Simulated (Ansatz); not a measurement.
Input for Ansatz (a first-principles code): R-PBE/def2-TZVPPD on NH3 (SMILES N) with ghost functions. Files ending in .json are basis or fitting sets from the Basis Set Exchange.

Ansatz 0.2 input:
```yaml
crystal:
  periodic: [false, false, false]
  atoms:
    - {symbol: N, position_ang: [-0.00000000, 0.00000000, 1.84833659]}
    - {symbol: H, position_ang: [0.93730979, -0.00000000, 2.23206741]}
    - {symbol: H, position_ang: [-0.46865489, -0.81173409, 2.23206741]}
    - {symbol: H, position_ang: [-0.46865489, 0.81173409, 2.23206741]}
basis:
  gaussian:
    orbitals: def2-TZVPPD.json
    ghost_atoms:
      - {symbol: H, position_ang: [0.00000000, -0.00000000, -0.94497174]}
      - {symbol: C, position_ang: [0.00000000, -0.00000000, -2.03363752]}
      - {symbol: H, position_ang: [0.51251439, 0.88770096, -2.40095125]}
      - {symbol: H, position_ang: [0.51251439, -0.88770096, -2.40095125]}
      - {symbol: H, position_ang: [-1.02502878, 0.00000000, -2.40095125]}
hamiltonian:
  xc: {name: PBE}
scf: {lower_state_search: off}
```

The head of its log:

```
Functional definition: PBE
[...]
these checks for a lower state are left out or cut short: stability, starts, cluster_reference, orbital_swaps, neighbouring_geometries, increment
integrals: 0.05 GiB planned
720 factors; their error is unknown
mean field: 0.55 GiB planned
mean field evaluation 1: about -1529.6201 eV, gradient 6.6e1 eV
mean field evaluation 2: about -1501.2657 eV, gradient 1.2e2 eV
```

Question: Predict the final total energy.

Answer: -56.5128 hartree.
